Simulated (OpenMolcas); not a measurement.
# BF (SMILES [B]F): PBEsol/aug-cc-pVTZ (PCM dimethylsulfoxide)

What is the vertical singlet–triplet gap of BF at PBEsol/aug-cc-pVTZ (PCM dimethylsulfoxide)? 

Program for the calculation: OpenMolcas 26.06.

1 further run of the same task is left out (set aside as unsound or not needed).

**1. The structure to begin with**

The species is BF (2 atoms), meant as a singlet with charge 0. SMILES: `[B]F`. Geometry: relaxed at GFN2-xTB.

Bond lengths: B1–F2 1.244 Å.

**2. A single-point energy at PBEsol/aug-cc-pVTZ (PCM dimethylsulfoxide)**

The input, job.inp:

```
* BF Kohn-Sham DFT
&GATEWAY
Coord
2
bohr
B      0.00000000     0.00000000     0.00000000
F      0.00000000     0.00000000     2.35155629
Basis = aug-cc-pVTZ
Group = NoSym
RF-Input
PCM-Model
Solvent=dimethylsulfoxide
End of RF-Input
&SEWARD
&SCF
KSDFT = PBEsol
PrOrbitals = 1
```

The run is started by

```sh
export MOLCAS_MEM=1860
pymolcas job.inp > job.log
```

Output:

```text
--- Start Module: gateway ---
[...]
--- Stop Module: gateway /rc=_RC_ALL_IS_WELL_ ---
--- Start Module: seward ---
[...]
      Basis functions           92
--- Stop Module: seward /rc=_RC_ALL_IS_WELL_ ---
[...]
--- Start Module: scf ---
[...]
       Convergence after  13 Iterations
[...]
::    Total KS-DFT energy                            -124.1558419843
[...]
      Total spin, S                                     0.0000000000
[...]
      Total electronic charge=   14.000000
      Total            charge=   -0.000000
[...]
      Dipole Moment (debye):
      Origin of the operator (angstrom)=    0.0000    0.0000    0.7878
                   X= -6.0470E-05               Y=  6.0470E-05               Z=  1.5240E+00           Total=  1.5240E+00
      Quadrupole Moment (debye*angstrom):
[...]
--- Stop Module: scf /rc=_RC_ALL_IS_WELL_ ---
[...]
```

Run time: 11 s. Hardware: 1 thread of Arm Neoverse N1, shared host; peak memory 0.51 GiB.

**3. The triplet at the same level**

The input, job.inp:

```
&GATEWAY
 Coord
 2
 bohr
 B      0.00000000     0.00000000     0.00000000
 F      0.00000000     0.00000000     2.35155629
 Basis
 aug-cc-pVTZ
 Group
 NoSym
 RF-Input
 PCM-Model
 Solvent=dimethylsulfoxide
 End of RF-Input

&SEWARD

&SCF
 UHF
 Spin
 3
 KSDFT
 PBEsol
 PrOrbitals
 1
```

The run is started by

```sh
export MOLCAS_MEM=1860
pymolcas job.inp > job.log
```

Output:

```text
--- Start Module: gateway ---
[...]
--- Stop Module: gateway /rc=_RC_ALL_IS_WELL_ ---
--- Start Module: seward ---
[...]
      Basis functions           92
--- Stop Module: seward /rc=_RC_ALL_IS_WELL_ ---
[...]
--- Start Module: scf ---
[...]
       Convergence after  19 Iterations
[...]
::    Total KS-DFT energy                            -124.0332728227
[...]
      Total spin, S                                     1.0010455492
[...]
      Total electronic charge=   14.000000
      Total            charge=   -0.000000
[...]
      Dipole Moment (debye):
      Origin of the operator (angstrom)=    0.0000    0.0000    0.7878
                   X= -1.6207E-05               Y=  1.6207E-05               Z= -7.6794E-02           Total=  7.6794E-02
      Quadrupole Moment (debye*angstrom):
[...]
--- Stop Module: scf /rc=_RC_ALL_IS_WELL_ ---
[...]
```

Wall time 18 s (1 thread of Arm Neoverse N1, shared host); peak memory 0.51 GiB.

**4. Results**

At PBEsol/aug-cc-pVTZ (PCM dimethylsulfoxide):

| quantity | value |
| --- | --- |
| singlet: total energy | -124.15584 Eh |
| singlet: dipole moment | 1.52 D |
| singlet: HOMO energy | -6.54 eV |
| singlet: LUMO energy | -1.74 eV |
| singlet: HOMO–LUMO gap | 4.80 eV |
| triplet: total energy | -124.03327 Eh |
| triplet: dipole moment | 0.08 D |
| triplet: HOMO energy (highest over α and β) | -2.87 eV |
| triplet: ⟨S²⟩ | 2.003 |
| vertical energy of the triplet above the singlet | 3.335 eV |

**Reading.** At this shape the triplet lies 3.34 eV (77 kcal/mol) above the singlet.
